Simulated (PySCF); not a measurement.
Electric field gradients and quadrupole coupling constants

Species: C2H7N.
Numbering: `[CH3:1][NH:2][CH3:3]` (hydrogens: H4, H5, H6 on C1; H7 on N2; H8, H9, H10 on C3)

Cartesian coordinates in Å at the PBE0-D3(BJ)/def2-TZVP level; atoms count from 1:
```xyz
10
C2H7N angstrom
C     -1.1942   -0.0344   -0.1464
N      0.0596    0.6814   -0.1868
C      1.2001   -0.1762    0.0363
H     -1.2371   -0.7411   -0.9804
H     -2.0261    0.6630   -0.2624
H     -1.3522   -0.6110    0.7816
H      0.0514    1.4271    0.4961
H      1.2846   -0.8909   -0.7878
H      1.1473   -0.7591    0.9721
H      2.1162    0.4174    0.0528
```

Field gradients from the PBE0/pcSseg-2 density (PySCF, non-relativistic), principal values in atomic units, ordered |Vxx| ≤ |Vyy| ≤ |Vzz|:

```
atom     Vxx     Vyy      Vzz
  N2  0.5305  0.6630  -1.1936
```

Q: Find the asymmetry η = (Vxx − Vyy)/Vzz and the couplings χ = eQV/h (234.96 MHz × Q in barn × V in au), with Q(14N) = 0.02044 b.

A: 
```json
{"atom": "N2", "environment": "secondary amine nitrogen", "nucleus": "14N", "η": "0.11", "χzz (MHz)": "-5.73", "χxx (MHz)": "2.55", "χyy (MHz)": "3.18"}
```

The tensor is traceless: Vxx + Vyy + Vzz = 0.

Q: What is Vzz at N2 in SI units (1 au = 9.71736 × 10²¹ V/m²)?

A: -1.1936 au = -11.598 × 10²¹ V/m².

Q: What couplings would deuterons (Q(2H) = 0.00286 b) have in place of the hydrogens, at this geometry?

A: 
```tsv
atom	bonded to	bond length (Å)	Vzz (au)	η	χzz (kHz)
H4	C1	1.094	0.2794	0.06	188
H5	C1	1.092	0.2837	0.06	191
H6	C1	1.104	0.2642	0.06	178
H7	N2	1.011	0.3873	0.17	260
H8	C3	1.094	0.2793	0.06	188
H9	C3	1.104	0.2644	0.06	178
H10	C3	1.092	0.2837	0.06	191
```

Isolated species at its PBE0-D3(BJ)/def2-TZVP geometry, gas phase.
